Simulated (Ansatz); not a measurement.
Mulliken charges of AlFH₂N (`[NH2][Al][F]`) radical from ωB97M-V/def2-TZVPP in Ansatz (PBE0-D4/def2-TZVP geometry).

```json
{"atom": "N1", "x (Å)": "-0.385", "y (Å)": "0.499", "z (Å)": "-0.264", "charge (e)": "-0.350"}
{"atom": "Al2", "x (Å)": "0.632", "y (Å)": "-0.283", "z (Å)": "0.950", "charge (e)": "0.470"}
{"atom": "F3", "x (Å)": "1.229", "y (Å)": "-1.787", "z (Å)": "0.590", "charge (e)": "-0.344"}
{"atom": "H4", "x (Å)": "-0.804", "y (Å)": "1.408", "z (Å)": "-0.163", "charge (e)": "0.111"}
{"atom": "H5", "x (Å)": "-0.622", "y (Å)": "0.089", "z (Å)": "-1.154", "charge (e)": "0.113"}
```

Question: By hand: the dipole of these point charges (1 e Å = 4.8032 D).

Answer: Σ q r = (-0.151, 0.473, 0.187) e Å, of length 0.531 e Å = 2.55 D.

Question: How does the dipole of the full density compare? (Estimate.)

Answer: The calculation gave: (-0.219, 0.409, -0.013) e Å, 2.23 D; the point charges give 1.14 times that, at 24° from its direction.

Point charges leave out the atoms' own dipoles, such as those of lone pairs, and Mulliken's split depends on the basis, so the two needn't agree.
